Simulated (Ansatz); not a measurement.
```yaml
crystal:
  periodic: [false, false, false]
  atoms:
    - {symbol: Si, position_ang: [-1.227908, 1.011641, -0.794536]}
    - {symbol: B, position_ang: [0.497432, 0.009617, -0.588293]}
    - {symbol: Si, position_ang: [1.087800, -0.927564, 1.084188]}
    - {symbol: H, position_ang: [-2.189943, 0.011111, -1.351175]}
    - {symbol: H, position_ang: [-1.137667, 2.140774, -1.761275]}
    - {symbol: H, position_ang: [-1.792518, 1.523651, 0.483223]}
    - {symbol: H, position_ang: [1.170717, -0.137731, -1.568434]}
    - {symbol: H, position_ang: [0.633577, -2.342354, 0.916393]}
    - {symbol: H, position_ang: [0.474058, -0.397130, 2.331383]}
    - {symbol: H, position_ang: [2.567552, -0.943214, 1.251626]}
basis:
  gaussian: {orbitals: def2-SVP, nuclear_model: gaussian, point_charges: [{charge: 2.00, position_ang: [7.512, 0.300, 0.883]}]}
total_charge: 1
magnetization: {spin_polarized: true, initial_magnetization: 1}
hamiltonian: {xc: {name: HF}}
correlation: {method: mp2, frozen_orbitals: {Si: 0}}
scf: {lower_state_search: off}
```

```sh
$ ansatz run in.yaml --threads 2 --pin off --events-out ev --progress --plain --max-ram 4352MiB
```

It prints (some lines left out):

```
Functional definition: HF
Error: "frozen_orbitals" has no count for B
```

In this input frozen orbitals are typed for one element alone, and the program wants a count for each. The program refused the input.
